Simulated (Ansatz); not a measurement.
Zinc-blende InSb, treated with HSE06 in Ansatz (PAW).

Total energies, extrapolated to zero smearing (they compare only within this program, potentials and cutoff):

```csv
system,energy (eV/atom)
"zinc-blende InSb, relaxed",-6045.4511
body-centred tetragonal In,-5601.7234
rhombohedral A7 Sb,-6488.7342
```

Q: Work out the formation enthalpy per atom.

A: ΔH_f ≈ ΔE = -6045.4511 − [1 × (-5601.7234) + 1 × (-6488.7342)]/2 = -0.222 eV/atom (0 K, no vibrations). The reference value is -0.16 eV/atom (measured, 298 K, not corrected to a static lattice; as tabulated in Zhang et al. (2018), doi:10.1038/s41524-018-0065-z), a difference of -0.062 eV/atom.

Spin–orbit coupling, which matters for such heavy atoms, is left out.

The PAW data were made under PBE.

Ansatz is a program for electronic structure.
